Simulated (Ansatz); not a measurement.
Process, species as SMILES: ClF (F-Cl) → Cl atom + F atom
B3LYP-D3(BJ)/def2-TZVP geometries, fixed; electronic energies without zero-point terms.
Largest species:
```
F
Cl 1 1.6409
```

Core correlation in the atomisation energy at CCSD(T) with Ansatz (an electronic-structure program), in kcal/mol: frozen core against 1s of Al to Cl frozen alone. Open shells are unrestricted.

```
basis        functions, most  frozen core
-----------  ---------------  -----------
cc-pV(D+d)Z               37        44.07
cc-pCVDZ                  45        42.95
cc-pV(T+d)Z               69        55.95
cc-pwCVTZ                102        56.33
cc-pCVTZ                 102        56.12
cc-pV(Q+d)Z              119        59.82
cc-pCVQZ                 193        59.90
cc-pwCVQZ                193        59.96
```

How large is the core term in each set?

The largest core-valence set, cc-pwCVQZ, gives a core term of 0.16 kcal/mol; the valence set cc-pV(Q+d)Z, which lacks functions for the core, gives 0.54. By row: cc-pV(D+d)Z 0.29, cc-pCVDZ 0.29, cc-pV(T+d)Z 0.93, cc-pwCVTZ 0.19, cc-pCVTZ 0.19, cc-pV(Q+d)Z 0.54, cc-pCVQZ 0.16, cc-pwCVQZ 0.16.
